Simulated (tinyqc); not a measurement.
RKS/PBE in the sto-3g basis, for BH, spin multiplicity 1, step by step. One step of it, computed by the program tinyqc.

Question. Iteration 2: diagonalisation and new density. Diagonalise F' = X^T F X, C = X C', fill 3 alpha and 3 beta electrons from the bottom; D = 2 C_occ C_occ^T. Each column has its largest component positive (the first on a tie).

extrapolated F (hartree), lower triangle:
```
            1B 1s      1B 2s     1B 2px     1B 2py     1B 2pz     2H 1s
1B 1s   -9.281072
1B 2s   -2.441242  -1.353046
1B 2px   0.000000   0.000000  -0.576026
1B 2py   0.000000   0.000000  -0.000426  -0.578395
1B 2pz   0.004467   0.035382   0.000000   0.000000  -0.523670
2H 1s   -0.076746  -0.102321   0.000000   0.000000  -0.078967  0.242013
```

X, lower triangle:
```
            1B 1s      1B 2s    1B 2px    1B 2py     1B 2pz     2H 1s
1B 1s    1.028979
1B 2s   -0.142486   1.036707
1B 2px   0.000000   0.000000  1.000000
1B 2py   0.000000   0.000000  0.000000  1.000000
1B 2pz  -0.001691   0.010077  0.000000  0.000000   1.012736
2H 1s    0.010717  -0.073462  0.000000  0.000000  -0.093437  1.020309
```

Give: F' = X^T F X; orbital energies; coefficients C; D after iteration 2.

Answer.

F' = X^T F X (hartree), lower triangle:
```
         1        2        3        4        5       6
1  -9.1397
2  -1.0897  -0.9053
3   0.0000   0.0000  -0.5760
4   0.0000   0.0000  -0.0004  -0.5784
5  -0.0025   0.0391   0.0000   0.0000  -0.5192
6   0.0089  -0.0554   0.0000   0.0000  -0.0594  0.2720
```

orbital energies (hartree): MO1 -9.2815, MO2 -0.7718, MO3 -0.5785, MO4 -0.5760, MO5 -0.5188, MO6 0.2798

coefficients C:
```
            MO1      MO2     MO3      MO4      MO5      MO6
1B 1s    1.0020  -0.2703  0.0000   0.0000  -0.0384   0.0264
1B 2s   -0.0075   1.0299  0.0000   0.0000   0.1487  -0.1329
1B 2px   0.0000   0.0000  0.1716   0.9852   0.0000   0.0000
1B 2py   0.0000   0.0000  0.9852  -0.1716   0.0000   0.0000
1B 2pz  -0.0007  -0.1386  0.0000   0.0000   0.9929  -0.1713
2H 1s    0.0010  -0.0141  0.0000   0.0000  -0.0169   1.0270
```

D after iteration 2, lower triangle:
```
          1B 1s    1B 2s  1B 2px  1B 2py  1B 2pz   2H 1s
1B 1s    2.1541
1B 2s   -0.5718   2.1215
1B 2px   0.0000   0.0000  0.0589
1B 2py   0.0000   0.0000  0.3380  1.9411
1B 2pz   0.0736  -0.2854  0.0000  0.0000  0.0384
2H 1s    0.0096  -0.0291  0.0000  0.0000  0.0039  0.0004
```
